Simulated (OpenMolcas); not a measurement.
# CH2ClF (chlorofluoromethane): levels of theory compared

Aim: a comparison of 5 runs (HF/ANO-L-MB, CASSCF(4,4)/ANO-L-VDZ, CASSCF(4,4)/ANO-L-VDZP, CASSCF(4,4)/ANO-L-VTZP, CASSCF(4,4)/ANO-L-VQZP) of CH2ClF (chlorofluoromethane). 

Program for the calculation: OpenMolcas 26.06.

## Step 1: The system as given

The species is CH2ClF (5 atoms), meant as a singlet with charge 0. As SMILES, `FCCl`. Geometry: relaxed at PBE0-D4/def2-TZVP.

Bond lengths: F1–C2 1.355 Å, C2–Cl3 1.766 Å, C2–H4 1.089 Å, C2–H5 1.089 Å. Angles: F1–C2–Cl3 110.5°, F1–C2–H4 109.3°, F1–C2–H5 109.3°, Cl3–C2–H4 107.8°, Cl3–C2–H5 107.8°, H4–C2–H5 112.3°.

## Step 2: The energy at HF/ANO-L-MB (run 1)

step1.input

```
* CH2ClF Hartree-Fock
&GATEWAY
COORD
5
angstrom
F       -0.970450       0.560520       0.766500
C        0.083560       0.089320       0.058070
Cl      -0.422970      -1.232890      -0.998060
H        0.832130      -0.302600       0.745580
H        0.477720       0.885670      -0.572080
BASIS=ANO-L-MB
GROUP=NoSym
&SEWARD
&SCF
PRORBITALS=0
```

Run with:

```
export MOLCAS_MEM=1860
pymolcas step1.input > step1.log
```

Log:

```text
--- Start Module: gateway ---
[...]
--- Stop Module: gateway /rc=_RC_ALL_IS_WELL_ ---
--- Start Module: seward ---
[...]
      Basis functions           21
--- Stop Module: seward /rc=_RC_ALL_IS_WELL_ ---
--- Start Module: scf ---
[...]
       Convergence after   9 Iterations
[...]
::    Total SCF energy                               -597.7682235686
[...]
      Total spin, S                                     0.0000000000
[...]
      Total electronic charge=   34.000000
      Total            charge=   -0.000000
[...]
      Dipole Moment (debye):
      Origin of the operator (angstrom)=   -0.4546   -0.4531   -0.2864
                   X=  1.6852E+00               Y=  4.0917E-01               Z= -8.4275E-02           Total=  1.7362E+00
      Quadrupole Moment (debye*angstrom):
[...]
--- Stop Module: scf /rc=_RC_ALL_IS_WELL_ ---
[...]
```

Run time: 2 s. Hardware: 1 thread of Arm Neoverse V1, shared host; peak memory 0.37 GiB.

## Step 3: The energy at CASSCF(4,4)/ANO-L-VDZ (RICD fitting) (run 2)

step2.inp

```
&GATEWAY
  Coord
  5
  angstrom
  F       -0.970450       0.560520       0.766500
  C        0.083560       0.089320       0.058070
  Cl      -0.422970      -1.232890      -0.998060
  H        0.832130      -0.302600       0.745580
  H        0.477720       0.885670      -0.572080
  Basis = ANO-L-MB
  Group = NoSym

&SEWARD

&RASSCF
  FileOrb = $CurrDir/step1.ScfOrb
  Alter = 4
  1 10 16
  1 14 17
  1 18 20
  1 19 21
  Spin = 1
  Nactel = 4 0 0
  Inactive = 15
  Ras2 = 4
  OrbListing = Nothing
>>> COPY $Project.RunFile RUNFIL1
>>> COPY $Project.RasOrb INPORB

&GATEWAY
  Coord
  5
  angstrom
  F       -0.970450       0.560520       0.766500
  C        0.083560       0.089320       0.058070
  Cl      -0.422970      -1.232890      -0.998060
  H        0.832130      -0.302600       0.745580
  H        0.477720       0.885670      -0.572080
  Basis = ANO-L-VDZ
  Group = NoSym
  RICD

&SEWARD
>>> COPY $Project.RunFile RUNFIL2

&EXPBAS

&RASSCF
  FileOrb = $Project.ExpOrb
  Spin = 1
  Nactel = 4 0 0
  Inactive = 15
  Ras2 = 4
  OrbListing = Nothing
  OrbAppear = Compact
```

Run with:

```
export MOLCAS_MEM=1860
pymolcas step2.inp > step2.log
```

Log:

```text
--- Start Module: gateway ---
[...]
--- Stop Module: gateway /rc=_RC_ALL_IS_WELL_ ---
[...]
      Basis functions           21
[...]
      Number of active orbitals                  4
[...]
      Spin quantum number                      0.0
[...]
      Active orbitals                            4
[...]
      Number of CSFs                            20
[...]
      Number of root(s) required                 1
[...]
 ###    WARNING: Large orbital rotation.                                     ###
 ###############################################################################
      Molecular orbital  16 of symmetry 1 MO space 2  weight is    0.463530
[...]
      Convergence after 13 iterations
[...]
      printout of CI-coefficients larger than  0.05 for root  1
      energy=    -597.796876
      conf/sym  1111     Coeff  Weight
             1  2200  -0.99130 0.98268
             8  2002   0.06791 0.00461
            10  udud   0.08133 0.00661
            12  0220   0.05708 0.00326
      Natural orbitals and occupation numbers for root  1
      sym 1:   1.985477   1.979730   0.017560   0.017233
      ************************************************************************************************************************
      *                                                    Final results                                                     *
[...]
::    RASSCF root number  1 Total energy:   -597.79687591
[...]
      Basis functions           35
[...]
--- Start Module: expbas ---
[...]
--- Stop Module: expbas /rc=_RC_ALL_IS_WELL_ ---
--- Start Module: rasscf ---
[...]
      Convergence after 11 iterations
[...]
      Natural orbitals and occupation numbers for root  1
      sym 1:   1.982615   1.977250   0.019784   0.020351
      ************************************************************************************************************************
      *                                                    Final results                                                     *
[...]
::    RASSCF root number  1 Total energy:   -597.97573016
[...]
      Total electronic charge=   34.000000
      Total            charge=   -0.000000
[...]
      Dipole Moment (debye):
      Origin of the operator (angstrom)=   -0.4546   -0.4531   -0.2864
                   X=  2.6168E+00               Y=  8.7296E-01               Z=  8.3390E-02           Total=  2.7598E+00
      Quadrupole Moment (debye*angstrom):
[...]
--- Stop Module: rasscf /rc=_RC_ALL_IS_WELL_ ---
[...]
```

It took 4.5 s on 1 thread of Arm Neoverse V1, shared host; peak memory 0.37 GiB.

Run 3 isn't shown in full; the table further down has it.

## Step 4: A single-point energy at CASSCF(4,4)/ANO-L-VTZP (RICD fitting) (run 4)

step2.inp

```
* CH2ClF CASSCF

&GATEWAY
  Coord
  5
  angstrom
  F       -0.970450       0.560520       0.766500
  C        0.083560       0.089320       0.058070
  Cl      -0.422970      -1.232890      -0.998060
  H        0.832130      -0.302600       0.745580
  H        0.477720       0.885670      -0.572080
  Basis
  ANO-L-MB
  Group
  NoSym

&SEWARD

&RASSCF
  FileOrb
  $CurrDir/step1.ScfOrb
  Alter
  4
  1 10 16
  1 14 17
  1 18 20
  1 19 21
  Spin
  1
  Nactel
  4 0 0
  Inactive
  15
  Ras2
  4
  OrbListing
  Nothing
>>> COPY $Project.RunFile RUNFIL1
>>> COPY $Project.RasOrb INPORB

&GATEWAY
  Coord
  5
  angstrom
  F       -0.970450       0.560520       0.766500
  C        0.083560       0.089320       0.058070
  Cl      -0.422970      -1.232890      -0.998060
  H        0.832130      -0.302600       0.745580
  H        0.477720       0.885670      -0.572080
  Basis
  ANO-L-VTZP
  Group
  NoSym
  RICD

&SEWARD
>>> COPY $Project.RunFile RUNFIL2

&EXPBAS

&RASSCF
  FileOrb
  $Project.ExpOrb
  Spin
  1
  Nactel
  4 0 0
  Inactive
  15
  Ras2
  4
  OrbListing
  Nothing
  OrbAppear
  Compact
```

Run with:

```
export MOLCAS_MEM=1860
pymolcas step2.inp > step2.log
```

Log:

```text
--- Start Module: gateway ---
[...]
--- Stop Module: gateway /rc=_RC_ALL_IS_WELL_ ---
[...]
      Basis functions           21
[...]
      Number of active orbitals                  4
[...]
      Spin quantum number                      0.0
[...]
      Active orbitals                            4
[...]
      Number of CSFs                            20
[...]
      Number of root(s) required                 1
[...]
 ###    WARNING: Large orbital rotation.                                     ###
 ###############################################################################
      Molecular orbital  16 of symmetry 1 MO space 2  weight is    0.463530
[...]
      Convergence after 13 iterations
[...]
      printout of CI-coefficients larger than  0.05 for root  1
      energy=    -597.796876
      conf/sym  1111     Coeff  Weight
             1  2200  -0.99130 0.98268
             8  2002   0.06791 0.00461
            10  udud   0.08133 0.00661
            12  0220   0.05708 0.00326
      Natural orbitals and occupation numbers for root  1
      sym 1:   1.985477   1.979730   0.017560   0.017233
      ************************************************************************************************************************
      *                                                    Final results                                                     *
[...]
::    RASSCF root number  1 Total energy:   -597.79687591
[...]
      Basis functions          122
[...]
--- Start Module: expbas ---
[...]
--- Stop Module: expbas /rc=_RC_ALL_IS_WELL_ ---
--- Start Module: rasscf ---
[...]
      Convergence after 13 iterations
[...]
      Natural orbitals and occupation numbers for root  1
      sym 1:   1.983183   1.979061   0.018765   0.018990
      ************************************************************************************************************************
      *                                                    Final results                                                     *
[...]
::    RASSCF root number  1 Total energy:   -598.08473861
[...]
      Total electronic charge=   34.000000
      Total            charge=   -0.000000
[...]
      Dipole Moment (debye):
      Origin of the operator (angstrom)=   -0.4546   -0.4531   -0.2864
                   X=  1.8715E+00               Y=  6.6845E-01               Z=  9.9430E-02           Total=  1.9898E+00
      Quadrupole Moment (debye*angstrom):
[...]
--- Stop Module: rasscf /rc=_RC_ALL_IS_WELL_ ---
[...]
```

Run time: 17 s. Hardware: 1 thread of Arm Neoverse V1, shared host; peak memory 0.37 GiB.

## Step 5: A single-point energy at CASSCF(4,4)/ANO-L-VQZP (RICD fitting) (run 5)

step2.input

```
* CH2ClF CASSCF

&GATEWAY
  COORD
  5
  angstrom
  F       -0.970450       0.560520       0.766500
  C        0.083560       0.089320       0.058070
  Cl      -0.422970      -1.232890      -0.998060
  H        0.832130      -0.302600       0.745580
  H        0.477720       0.885670      -0.572080
  BASIS=ANO-L-MB
  GROUP=NoSym

&SEWARD

&RASSCF
  FILEORB=$CurrDir/step1.ScfOrb
  ALTER=4
  1 10 16
  1 14 17
  1 18 20
  1 19 21
  SPIN=1
  NACTEL=4 0 0
  INACTIVE=15
  RAS2=4
  ORBLISTING=Nothing
>>> COPY $Project.RunFile RUNFIL1
>>> COPY $Project.RasOrb INPORB

&GATEWAY
  COORD
  5
  angstrom
  F       -0.970450       0.560520       0.766500
  C        0.083560       0.089320       0.058070
  Cl      -0.422970      -1.232890      -0.998060
  H        0.832130      -0.302600       0.745580
  H        0.477720       0.885670      -0.572080
  BASIS=ANO-L-VQZP
  GROUP=NoSym
  RICD

&SEWARD
>>> COPY $Project.RunFile RUNFIL2

&EXPBAS

&RASSCF
  FILEORB=$Project.ExpOrb
  SPIN=1
  NACTEL=4 0 0
  INACTIVE=15
  RAS2=4
  ORBLISTING=Nothing
  ORBAPPEAR=Compact
```

Run with:

```
export MOLCAS_MEM=1860
pymolcas step2.input > step2.log
```

Log:

```text
--- Start Module: gateway ---
[...]
--- Stop Module: gateway /rc=_RC_ALL_IS_WELL_ ---
[...]
      Basis functions           21
[...]
      Number of active orbitals                  4
[...]
      Spin quantum number                      0.0
[...]
      Active orbitals                            4
[...]
      Number of CSFs                            20
[...]
      Number of root(s) required                 1
[...]
 ###    WARNING: Large orbital rotation.                                     ###
 ###############################################################################
      Molecular orbital  16 of symmetry 1 MO space 2  weight is    0.463530
[...]
      Convergence after 13 iterations
[...]
      printout of CI-coefficients larger than  0.05 for root  1
      energy=    -597.796876
      conf/sym  1111     Coeff  Weight
             1  2200  -0.99130 0.98268
             8  2002   0.06791 0.00461
            10  udud   0.08133 0.00661
            12  0220   0.05708 0.00326
      Natural orbitals and occupation numbers for root  1
      sym 1:   1.985477   1.979730   0.017560   0.017233
      ************************************************************************************************************************
      *                                                    Final results                                                     *
[...]
::    RASSCF root number  1 Total energy:   -597.79687591
[...]
      Basis functions          188
[...]
--- Start Module: expbas ---
[...]
--- Stop Module: expbas /rc=_RC_ALL_IS_WELL_ ---
--- Start Module: rasscf ---
[...]
      Convergence after 13 iterations
[...]
      Natural orbitals and occupation numbers for root  1
      sym 1:   1.983031   1.978892   0.018947   0.019130
      ************************************************************************************************************************
      *                                                    Final results                                                     *
[...]
::    RASSCF root number  1 Total energy:   -598.08672035
[...]
      Total electronic charge=   34.000000
      Total            charge=   -0.000000
[...]
      Dipole Moment (debye):
      Origin of the operator (angstrom)=   -0.4546   -0.4531   -0.2864
                   X=  1.8656E+00               Y=  6.7126E-01               Z=  1.0355E-01           Total=  1.9854E+00
      Quadrupole Moment (debye*angstrom):
[...]
--- Stop Module: rasscf /rc=_RC_ALL_IS_WELL_ ---
[...]
```

It took 44 s on 1 thread of Arm Neoverse V1, shared host; peak memory 0.37 GiB.

## Step 6: Overview of the runs

```csv
run,level,integral approximation,active rule,inactive,energy (Eh),dipole moment (D) of the reference,wall time
1,HF/ANO-L-MB,none,–,–,-597.768224,1.74,2 s
2,"CASSCF(4,4)/ANO-L-VDZ (RICD fitting)",RICD,bond pair,15,-597.975730,2.76,4.5 s
3,"CASSCF(4,4)/ANO-L-VDZP (RICD fitting)",RICD,bond pair,15,-598.061966,2.11,5.7 s
4,"CASSCF(4,4)/ANO-L-VTZP (RICD fitting)",RICD,bond pair,15,-598.084739,1.99,17 s
5,"CASSCF(4,4)/ANO-L-VQZP (RICD fitting)",RICD,bond pair,15,-598.086720,1.99,44 s
```

## Step 7: What came out

| quantity | value |
| --- | --- |
| run 5, CASSCF(4,4)/ANO-L-VQZP: total energy | -598.08672 Eh |
| run 5, CASSCF(4,4)/ANO-L-VQZP: dipole moment (CASSCF density) | 1.99 D |

**Reading.** The dipole moment (its size) runs from 1.74 D (HF/ANO-L-MB) to 2.76 D (CASSCF(4,4)/ANO-L-VDZ). The two ends differ in method and basis. All runs together took 73 s, the longest 44 s.
